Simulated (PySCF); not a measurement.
NaCl and its ions

r²SCAN; PySCF, no relativity, basis sets Na 6-31G(d,p), Cl 6-31G(d,p). Neutral (UKS): singlet (closed shell), Re = 2.377 Å, ωe = 360 cm⁻¹, De = 4.16 eV, HOMO -5.29 eV, LUMO -1.60 eV.

NaCl⁺ (UKS): doublet (π ↑), Re = 2.850 Å, ωe = 148 cm⁻¹, De = 0.30 eV to Na⁺ + Cl. The energies at the minima are -622.47019 hartree for NaCl and -622.13982 for NaCl⁺.

(1) Work out the adiabatic ionisation energy, without and with harmonic zero-point energies (1 hartree = 27.2114 eV, 1 eV = 8065.5 cm⁻¹), and the change of the bond length.

Weak bonds: NaCl⁺. Basis-set superposition, not corrected here, can be much of De in a small basis, most of all at correlated wavefunction levels. For an ion De counts to the pair picked by the measured ionisation energies or electron affinities, which need not be the lowest pair at this level. States were picked by a PBE0 search and need not be the measured ground states.

## Answers

(1) At r²SCAN: 0.33037 hartree = 8.990 eV between the minima; the zero-point term (148.0 − 360.0)/2 cm⁻¹ = -0.013 eV makes it 8.977 eV. Re changes by +47.3 pm against the neutral. Minus the HOMO energy is 5.29 eV, -3.70 eV from the value between the minima; self-interaction puts the Kohn–Sham level too high, less so with exact exchange. The electron leaves a π orbital, and the ion is left as a loose complex of an ion and an atom.
